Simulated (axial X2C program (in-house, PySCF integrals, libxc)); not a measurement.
## LiF⁺ with a deliberately poor setting

Computed with an in-house relativistic program for diatomic molecules.

Input file and command:
```json
{"zs": [9, 3], "q": 1, "bas": ["dyall-v3z", "dyall-v3z"], "levels": ["PBE0", "HF", "r2SCAN0", "PBE"], "cc": false, "r0": 1.97, "npts": 10, "nst": 2, "ntry": 6, "opt": {"pick": 1}}
```
```bash
python so2c.py task.json out
```

Keys: zs atomic numbers; q charge; bas basis sets; levels methods; cc coupled cluster on or off; r0 starting distance in Å; npts points on the curve; nst determinants followed; ntry starts of the search; pick rank of the determinant followed. HF also brings MP2.

One numerical setting was spoiled on purpose. Which, and what came out?

An excited determinant was followed. States: spin-free M_S = 1/2, Λ = 0; 2c Ω = 1/2. The apparent results, which are not to be taken for properties of LiF⁺:

```csv
Hamiltonian,level,points converged,Re (Å),ωe (cm⁻¹),De (eV),curve-fit residual (μEh)
spin-free,PBE0,10 of 10,n/a,n/a,n/a,n/a
spin-free,HF,10 of 10,n/a,n/a,n/a,n/a
spin-free,MP2,10 of 10,n/a,n/a,n/a,n/a
spin-free,r2SCAN0,10 of 10,n/a,n/a,n/a,n/a
spin-free,PBE,10 of 10,n/a,n/a,n/a,n/a
2c,PBE0,10 of 10,2.038,292,0.08,1.3
2c,HF,10 of 10,2.042,279,0.10,0.017
2c,MP2,10 of 10,2.060,285,0.21,0.0099
2c,r2SCAN0,10 of 10,2.052,275,-0.28,1.6
2c,PBE,10 of 10,2.059,287,0.04,1.6
```
